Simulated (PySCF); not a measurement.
PySCF input (M06-2X/6-31G* (5d)):

```python
from pyscf import gto, dft

mol = gto.M(
    atom='''
    C    -0.00717952   -0.17649498    1.18877778
    N     0.04667122    0.63032333    0.00383616
    C    -0.01782633   -0.16122431   -1.19083315
    H     0.82239004   -0.89994531    1.21610482
    H     0.04344444    0.44786648    2.08044412
    H    -0.93390440   -0.76995637    1.22479698
    H     0.81142397   -0.88421671   -1.23486430
    H     0.02485300    0.47453211   -2.07483039
    H    -0.94487047   -0.75422777   -1.22617215
    ''',
    basis='6-31g*',
    charge=0,
    spin=1,
    verbose=4,
)

mf = dft.UKS(mol, xc='m062x')
mf.grids.level = 4
mf.conv_tol = 1e-9
mf.max_cycle = 100
mf.max_memory = 1500
mf.kernel()
if not mf.converged:
    mf = mf.newton()
    mf.kernel(mf.make_rdm1())
mo, _, stable, _ = mf.stability(return_status=True)
if not stable:
    mf.kernel(mf.make_rdm1(mo, mf.mo_occ))
    stable = mf.stability(return_status=True)[2]
mf.dip_moment()
```

Task: What final total energy does it give?

Result: -134.42609 Eh.
